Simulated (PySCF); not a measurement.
Partners of bromide

Gas-phase complexes of bromide (charge -1), each in one structure from a short search with a few starts, optimised by PBE0-D3(BJ)/def2-SVPD or PBE0-D3(BJ)/def2-TZVPD; other ways of binding may lie lower. Energies in kcal/mol, PBE0-D3(BJ)/def2-TZVPD, counterpoise-corrected (PySCF): interaction is complex less parts frozen as they stand in it, binding adds what it costs to deform them. Contacts are written partner···bromide; electrostatic, Pauli and orbital are terms of the uncorrected same energy, whose rest is dispersion or correlation.

1 other partner is left out, for which the search missed the form known or expected to bind best.

Frequency runs check only 4 of the 7 structures; these show no clear imaginary mode. 1 further partner within 0.25 kcal/mol of a listed one is not ranked.

Problem. Order these partners of bromide by binding energy, strongest first: bromine monofluoride, bromine monochloride, chlorine monofluoride, water, formaldehyde, alane, GeH3F.

Solution. alane (-46.4), bromine monofluoride (-39.0), bromine monochloride (-34.9), chlorine monofluoride (-33.0), GeH3F (-20.2), water (-13.4), formaldehyde (-11.3).
```
              partner  contact  distance (Å)  binding  interaction  electrostatic  Pauli  orbital
                alane  Al···Br          2.43    -46.4        -59.0          -66.6   58.4    -50.0
 bromine monofluoride  Br···Br          2.56    -39.0        -48.8          -65.3   86.9    -70.0
 bromine monochloride  Br···Br          2.57    -34.9        -50.1          -62.0   88.4    -76.0
chlorine monofluoride  Cl···Br          2.43    -33.0        -47.6          -61.1   94.7    -80.7
                GeH3F  Ge···Br          2.83    -20.2        -27.5          -44.6   45.4    -27.4
                water   H···Br          2.34    -13.4        -13.9          -16.5   10.2     -7.1
         formaldehyde   C···Br          3.11    -11.3        -11.5          -15.0   12.3     -8.1
```
